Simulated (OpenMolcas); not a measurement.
# BFHS (SMILES F[B]S): UHF/def2-SVP

Wanted: energy and forces of BFHS. 

The calculation is run with OpenMolcas 26.06.

## Step 1: Starting point

BFHS: 4 atoms, total charge 0, spin state doublet. As SMILES, `F[B]S`. The shape comes from GFN2-xTB, which is rough for such elements, and wasn't checked as a minimum.

Bond lengths: F1–B2 1.313 Å, B2–S3 1.777 Å, S3–H4 1.334 Å. Angles: F1–B2–S3 119.8°, B2–S3–H4 99.3°.

## Step 2: Energy and gradient at UHF/def2-SVP

test.inp

```
&GATEWAY
  BasLib
  $CurrDir
  Coord
  4
  angstrom
  F        0.760730      -0.506270       1.617160
  B        0.510810       0.215070       0.548970
  S       -0.672630      -0.357000      -0.646230
  H       -0.598920       0.648210      -1.519900
  Basis
  def2-SVP
  Group
  NoSym

&SEWARD

&SCF
  UHF
  Spin
  2
  Thresholds
  1e-10 1e-07 1e-07 1e-05
  PrOrbitals
  1 1

&ALASKA
```

The basis set def2-SVP is read from a file made from the Basis Set Exchange's data (not shown).

Command:

```console
$ export MOLCAS_MEM=1860
$ pymolcas test.inp > test.log
```

The program printed:

```text
--- Start Module: gateway ---

                                              &GATEWAY

                       available to each process: 1.9 GB of memory, 1 thread

 Basis Set     1 Label: F.DEF2-SVP
 Basis set is read from library:.
 basistype.tbl is not found

 Basis Set     2 Label: B.DEF2-SVP
 Basis set is read from library:.
 basistype.tbl is not found

 Basis Set     3 Label: S.DEF2-SVP
 Basis set is read from library:.
 basistype.tbl is not found

 Basis Set     4 Label: H.DEF2-SVP
 Basis set is read from library:.
 basistype.tbl is not found

++    Symmetry information:
      ---------------------

                    Character Table for C1

                             E
                    a        1  x, y, xy, Rz, z, xz, Ry, yz, Rx, I
--

++    Basis set information:
      ----------------------

      Basis set label: F.DEF2-SVP.........

      Electronic valence basis set:
      ------------------
      Associated Effective Charge   9.000000 au
      Associated Actual Charge      9.000000 au
      Nuclear Model: Point charge

      Shell  nPrim  nBasis  Cartesian Spherical Contaminant
         s       7       3        X
         p       4       2        X
         d       1       1                 X

      Basis set label: B.DEF2-SVP.........

      Electronic valence basis set:
      ------------------
      Associated Effective Charge   5.000000 au
      Associated Actual Charge      5.000000 au
      Nuclear Model: Point charge

      Shell  nPrim  nBasis  Cartesian Spherical Contaminant
         s       7       3        X
         p       4       2        X
         d       1       1                 X

      Basis set label: S.DEF2-SVP.........

      Electronic valence basis set:
      ------------------
      Associated Effective Charge  16.000000 au
      Associated Actual Charge     16.000000 au
      Nuclear Model: Point charge

      Shell  nPrim  nBasis  Cartesian Spherical Contaminant
         s      10       4        X
         p       7       3        X
         d       1       1                 X

      Basis set label: H.DEF2-SVP.........

      Electronic valence basis set:
      ------------------
      Associated Effective Charge   1.000000 au
      Associated Actual Charge      1.000000 au
      Nuclear Model: Point charge

      Shell  nPrim  nBasis  Cartesian Spherical Contaminant
         s       4       2        X
         p       1       1        X
--

++    Molecular structure info:
      -------------------------

                    ************************************************
                    **** Cartesian Coordinates / bohr, angstrom ****
                    ************************************************

     Center  Label                x              y              z                     x              y              z
        1      F1               1.437571      -0.956712       3.055990              0.760730      -0.506270       1.617160
        2      B2               0.965291       0.406423       1.037403              0.510810       0.215070       0.548970
        3      S3              -1.271086      -0.674632      -1.221198             -0.672630      -0.357000      -0.646230
        4      H4              -1.131795       1.224939      -2.872195             -0.598920       0.648210      -1.519900

                    ***************************************
                    *    InterNuclear Distances / bohr    *
                    ***************************************

               1 F1            2 B2            3 S3            4 H4
    1 F1       0.000000
    2 B2       2.481104        0.000000
    3 S3       5.070575        3.357282        0.000000
    4 H4       6.819429        4.511396        2.520628        0.000000

                    *******************************************
                    *    InterNuclear Distances / angstrom    *
                    *******************************************

               1 F1            2 B2            3 S3            4 H4
    1 F1       0.000000
    2 B2       1.312944        0.000000
    3 S3       2.683233        1.776597        0.000000
    4 H4       3.608686        2.387328        1.333859        0.000000
--

            Nuclear Potential Energy             79.14072208 au

--- Stop Module: gateway /rc=_RC_ALL_IS_WELL_ ---

--- Start Module: seward ---

                                              &SEWARD

                       available to each process: 1.9 GB of memory, 1 thread

               SEWARD will generate:
                  Multipole Moment integrals up to order  2
                  Kinetic Energy integrals
                  Nuclear Attraction integrals (point charge)
                  One-Electron Hamiltonian integrals
                  Velocity integrals
                  Orbital angular momentum around ( -0.0610  -0.5404   0.4372 )
                  Velocity quadrupole around ( -0.0610  -0.5404   0.4372 )
                  Two-Electron Repulsion integrals

                   Integrals are discarded if absolute value <: 1.00E-14
                   Integral cutoff threshold is set to       <: 1.00E-16

            Nuclear Potential Energy             79.14072208 au

      Basis set specifications :
      Symmetry species         a
      Basis functions           51

--- Stop Module: seward /rc=_RC_ALL_IS_WELL_ ---

--- Start Module: scf ---

                                                &SCF

                       available to each process: 1.9 GB of memory, 1 thread

++    Input section:
      --------------

      Header of the integral files:

      Cartesian coordinates in angstrom:
      -----------------------------------------------------
      No.  Label        X            Y            Z
      -----------------------------------------------------
       1   F1         0.76073000  -0.50627000   1.61716000
       2   B2         0.51081000   0.21507000   0.54897000
       3   S3        -0.67263000  -0.35700000  -0.64623000
       4   H4        -0.59892000   0.64821000  -1.51990000
      -----------------------------------------------------
      Nuclear repulsion energy =   79.14072208
--

++    Orbital specifications:
      -----------------------

      Symmetry species               1
                                     a
      Frozen orbitals                0
      Occupied orbitals alpha       16
      Occupied orbitals beta        15
      Secondary orbitals alpha      35
      Secondary orbitals beta       36
      Deleted orbitals               0
      Total number of orbitals      51
      Number of basis functions     51
--

      Molecular charge                           0.000

++    Optimization specifications:
      ----------------------------

      SCF Algorithm: Conventional USCF
      D(i)-D(i-1) density differences are used
      Number of density matrices in core                 5
      Maximum number of NDDO SCF iterations            400
      Maximum number of HF SCF iterations              400
      Threshold for SCF energy change             1.00E-10
      Threshold for density matrix                1.00E-07
      Threshold for Fock matrix                   1.00E-07
      Threshold for linear dependence             1.00E-09
      Threshold at which DIIS is turned on        1.50E-01
      Maximum depth in the DIIS procedure                5
      Maximum depth in the BFGS Hessian update          30
      Threshold at which QNR/C2DIIS is turned on  7.50E-02
      Threshold for Norm(delta) (QNR/C2DIIS)      1.00E-05
      All orbitals punched on: UHFORB
--

      Input vectors read from INPORB
      Orbital file label: *Guess orbitals

++ Convergence information
                               UHF SCF        iterations: Energy and convergence statistics

Iter     Tot. SCF        One-elec.       Two-elec.     Energy      Max Dij or  Max Fij      DNorm      TNorm      AccCon     Time
         Energy          Energy          Energy        Change      Delta Norm                                                in Sec.
   1  -521.751042431  -877.053170036   276.161405529   0.00E+00    2.34E-01*   1.36E-01*    7.69E+00   1.14E+02   None         0.
   2  -522.002575344  -879.705330678   278.562033258  -2.52E-01*   9.88E-02*   4.94E-02*    1.65E+00   1.15E+02   EDIIS        0.
   3  -522.026172676  -879.721169167   278.554274415  -2.36E-02*   4.58E-02*   2.22E-02*    5.88E-01   1.15E+02   c2DIIS       0.
   4  -522.033592166  -879.400807757   278.226493515  -7.42E-03*   4.82E-02*   6.74E-03*    2.22E-01   1.15E+02   QNRc2DIIS    0.
   5  -522.034226597  -879.519754277   278.344805603  -6.34E-04*   4.24E-02*   3.19E-03*    7.94E-02   1.15E+02   QNRc2DIIS    0.
   6  -522.034405733  -879.476854021   278.301726212  -1.79E-04*   5.74E-03*   1.05E-03*    7.52E-02   1.15E+02   QNRc2DIIS    0.
   7  -522.034419958  -879.479439099   278.304297065  -1.42E-05*   5.67E-03*   3.48E-04*    9.75E-03   1.15E+02   QNRc2DIIS    0.
   8  -522.034424411  -879.484607574   278.309461087  -4.45E-06*   2.85E-03*   1.69E-04*    8.72E-03   1.15E+02   QNRc2DIIS    0.
   9  -522.034425197  -879.481099596   278.305952323  -7.86E-07*   1.07E-03*   5.95E-05*    3.95E-03   1.15E+02   QNRc2DIIS    0.
  10  -522.034425328  -879.482277220   278.307129816  -1.30E-07*   2.50E-04*   2.30E-05*    1.68E-03   1.15E+02   QNRc2DIIS    0.
  11  -522.034425338  -879.482141872   278.306994458  -1.05E-08*   1.05E-04*   6.93E-06*    4.24E-04   1.15E+02   QNRc2DIIS    0.
  12  -522.034425340  -879.482181627   278.307034211  -1.83E-09*   4.84E-05*   4.05E-06*    1.85E-04   1.15E+02   QNRc2DIIS    0.
  13  -522.034425340  -879.482155761   278.307008345  -3.44E-10*   1.76E-05*   1.13E-06*    7.97E-05   1.15E+02   QNRc2DIIS    0.
  14  -522.034425340  -879.482145861   278.306998445  -5.96E-11    9.08E-06    5.64E-07*    2.69E-05   1.15E+02   QNRc2DIIS    0.
  15  -522.034425340  -879.482147174   278.306999757  -9.55E-12    2.76E-06    1.64E-07*    1.26E-05   1.15E+02   QNRc2DIIS    0.
  16  -522.034425340  -879.482146542   278.306999126  -2.05E-12    1.38E-06    1.01E-07*    3.92E-06   1.15E+02   QNRc2DIIS    0.
  17  -522.034425340  -879.482147138   278.306999721  -1.14E-13    6.20E-07    3.78E-08     2.06E-06   1.15E+02   QNRc2DIIS    0.

       Convergence after  17 Iterations
--

 *****************************************************************************************************************************
 *                                             SCF/KS-DFT Program, Final results                                             *
 *                                                       Final Results                                                       *
 *****************************************************************************************************************************

::    Total SCF energy                               -522.0344253402
      One-electron energy                            -879.4821471381
      Two-electron energy                             278.3069997214
      Nuclear repulsion energy                         79.1407220764
      Kinetic energy (interpolated)                   521.8463686000
      Virial theorem                                    1.0003603680
      Total spin, S(S+1)                                0.7550703883
      Total spin, S                                     0.5025319887
      Max non-diagonal density matrix element           0.0000002710
      Max non-diagonal Fock matrix element              0.0000000489

      All orbitals with orbital energies smaller than  E(LUMO)+0.5 are printed

++    Molecular orbitals:
      -------------------

      Title: UHF orbitals (alpha)

      Molecular orbitals for symmetry species 1: a

          Orbital            1         2         3         4         5         6         7         8         9        10
          Energy          -91.9385  -26.3160   -8.9759   -7.7190   -6.6648   -6.6627   -6.6603   -1.6151   -1.0091   -0.7988
          Occ. No.          1.0000    1.0000    1.0000    1.0000    1.0000    1.0000    1.0000    1.0000    1.0000    1.0000

          Orbital           11        12        13        14        15        16        17        18        19        20
          Energy           -0.7255   -0.6959   -0.6022   -0.5352   -0.4104   -0.3606    0.1050    0.1551    0.2380    0.2962
          Occ. No.          1.0000    1.0000    1.0000    1.0000    1.0000    1.0000    0.0000    0.0000    0.0000    0.0000

          Orbital           21        22        23        24
          Energy            0.3385    0.3880    0.4513    0.5660
          Occ. No.          0.0000    0.0000    0.0000    0.0000

--

      All orbitals with orbital energies smaller than  E(LUMO)+0.5 are printed

++    Molecular orbitals:
      -------------------

      Title: UHF orbitals (beta)

      Molecular orbitals for symmetry species 1: a

          Orbital            1         2         3         4         5         6         7         8         9        10
          Energy          -91.9377  -26.3126   -8.9750   -7.6966   -6.6628   -6.6609   -6.6598   -1.6060   -0.9981   -0.7876
          Occ. No.          1.0000    1.0000    1.0000    1.0000    1.0000    1.0000    1.0000    1.0000    1.0000    1.0000

          Orbital           11        12        13        14        15        16        17        18        19        20
          Energy           -0.6954   -0.6945   -0.5824   -0.4970   -0.4119    0.0823    0.1454    0.1581    0.2570    0.3185
          Occ. No.          1.0000    1.0000    1.0000    1.0000    1.0000    0.0000    0.0000    0.0000    0.0000    0.0000

          Orbital           21        22        23        24
          Energy            0.3566    0.4707    0.4913    0.5743
          Occ. No.          0.0000    0.0000    0.0000    0.0000

--

++    Molecular charges:
      ------------------

      Mulliken charges per centre and basis function type
      ---------------------------------------------------

                            F1                      B2                      S3                      H4
                     alpha        beta       alpha        beta       alpha        beta       alpha        beta
      1s           1.9307      1.9315      1.7302      1.3093      2.8912      2.9014      0.4428      0.4369
      2px          0.9373      0.9332      0.2978      0.1607      1.8087      1.7895      0.0028      0.0030
      2pz          0.8357      0.8418      0.2573      0.2468      1.6328      1.6151      0.0065      0.0063
      2py          0.9033      0.8877      0.4944      0.1068      1.7090      1.7145      0.0075      0.0077
      3d2+         0.0003      0.0003      0.0092      0.0104      0.0071      0.0064      0.0000      0.0000
      3d1+         0.0007      0.0006      0.0174      0.0151      0.0061      0.0057      0.0000      0.0000
      3d0          0.0011      0.0010      0.0196      0.0183      0.0023      0.0008      0.0000      0.0000
      3d1-         0.0013      0.0013      0.0216      0.0229      0.0148      0.0140      0.0000      0.0000
      3d2-         0.0003      0.0003      0.0076      0.0075      0.0025      0.0032      0.0000      0.0000
      Total        4.6109      4.5979      2.8550      1.8977      8.0745      8.0506      0.4596      0.4538
      Total              9.2087                  4.7528                 16.1251                  0.9134

      Charge           -0.2087                  0.2472                 -0.1251                  0.0866

      Total electronic charge=   31.000000

      Total            charge=   -0.000000
--

++    Molecular orbitals:
      -------------------

      Title: Natural orbitals

      Molecular orbitals for symmetry species 1: a

          Orbital            1         2         3         4         5         6         7         8         9        10
          Energy          -91.9381  -26.2939   -8.9723   -6.6647   -6.6719   -6.6606   -7.6789   -1.5774   -0.6399   -0.8769
          Occ. No.          2.0000    2.0000    2.0000    2.0000    2.0000    2.0000    2.0000    2.0000    2.0000    2.0000

          Orbital           11        12        13        14        15        16        17        18        19        20
          Energy           -0.7699   -0.7923   -0.6857   -0.4662   -0.5536   -0.1285    0.5885    0.1855    0.8199    0.7066
          Occ. No.          2.0000    1.9999    1.9998    1.9991    1.9987    1.0000    0.0013    0.0009    0.0002    0.0001

          Orbital           21        22        23        24        25        26        27        28        29        30
          Energy            1.0815    0.9024    0.9768    2.2845    1.4861    1.0533    0.9844    0.9054    1.5490    1.2288
          Occ. No.          0.0000    0.0000    0.0000    0.0000    0.0000    0.0000    0.0000    0.0000    0.0000    0.0000

          Orbital           31        32        33        34        35        36        37        38        39        40
          Energy            0.2965    0.6989    1.0545    0.6977    0.7567    1.2949    1.0959    0.9077    1.8696    1.6020
          Occ. No.          0.0000    0.0000    0.0000    0.0000    0.0000    0.0000    0.0000    0.0000    0.0000    0.0000

          Orbital           41        42        43        44        45        46        47        48        49        50
          Energy            1.9035    1.3578    2.4000    1.5787    1.9075    3.2094    3.4193    3.2620    1.8026    3.7017
          Occ. No.          0.0000    0.0000    0.0000    0.0000    0.0000    0.0000    0.0000    0.0000    0.0000    0.0000

--

++    Molecular properties:
      ---------------------

      Charge (e):
                      =   -0.0000
      Dipole Moment (debye):
      Origin of the operator (angstrom)=   -0.0323   -0.2859    0.2314
                   X= -1.2928E-01               Y=  1.0846E+00               Z= -1.2467E+00           Total=  1.6575E+00
      Quadrupole Moment (debye*angstrom):
      Origin of the operator (angstrom)=   -0.0323   -0.2859    0.2314
                  XX= -2.5056E+01              XY= -7.3663E-01              XZ= -4.4750E-01              YY= -2.4139E+01
                  YZ= -1.2253E+00              ZZ= -2.3719E+01
      In traceless form (debye*angstrom)
                  XX= -1.1268E+00              XY= -1.1049E+00              XZ= -6.7125E-01              YY=  2.4809E-01
                  YZ= -1.8380E+00              ZZ=  8.7867E-01
--

--- Stop Module: scf /rc=_RC_ALL_IS_WELL_ ---
--- Module scf spent 1 second ---

--- Start Module: alaska ---

                                              &ALASKA

                       available to each process: 1.9 GB of memory, 1 thread

                     Threshold for contributions to the gradient: 1.000E-07

                    ********************************************
                    * Symmetry Adapted Cartesian Displacements *
                    ********************************************

           Irreducible representation : a
           Basis function(s) of irrep: x, y, xy, Rz, z, xz, Ry, yz, Rx, I

 Basis Label        Type   Center Phase
   1   F1           x         1     1
   2   F1           y         1     1
   3   F1           z         1     1
   4   B2           x         2     1
   5   B2           y         2     1
   6   B2           z         2     1
   7   S3           x         3     1
   8   S3           y         3     1
   9   S3           z         3     1
  10   H4           x         4     1
  11   H4           y         4     1
  12   H4           z         4     1

                     No automatic utilization of translational and rotational invariance of the energy is employed.

 Conventional ERI gradients!

 **************************************************
 *              Molecular gradients               *
 **************************************************

  Irreducible representation: a
 ------------------------------------------------------------------------------------------
                              X                       Y                       Z
 ------------------------------------------------------------------------------------------
  F1                2.49510108665696E-04   -6.18999693159061E-03    6.24906788316615E-03
  B2               -8.00976306980150E-03    2.17810266475116E-03   -1.37902321168371E-02
  S3                9.50090014809213E-03    5.01908153578334E-03    9.23774640237873E-03
  H4               -1.74064718690124E-03   -1.00718726894833E-03   -1.69658216868918E-03
 ------------------------------------------------------------------------------------------

--- Stop Module: alaska /rc=_RC_ALL_IS_WELL_ ---

.##################.
.# Happy landing! #.
.##################.

    Timing: Wall=2.82 User=2.26 System=0.54
```

Wall time 3.3 s (1 thread of Arm Neoverse V1, shared host); peak memory 0.38 GiB.

## Step 3: Results

At UHF/def2-SVP:

| quantity | value |
| --- | --- |
| total energy | -522.03443 Eh |
| dipole moment | 1.66 D |
| HOMO energy (highest over α and β) | -9.81 eV |
| LUMO energy (lowest over α and β) | 2.24 eV |
| ⟨S²⟩ | 0.755 |
| largest force on an atom | 0.828 eV/Å |

The largest force is 0.83 eV/Å: the shape isn't a stationary point for this species at this level.
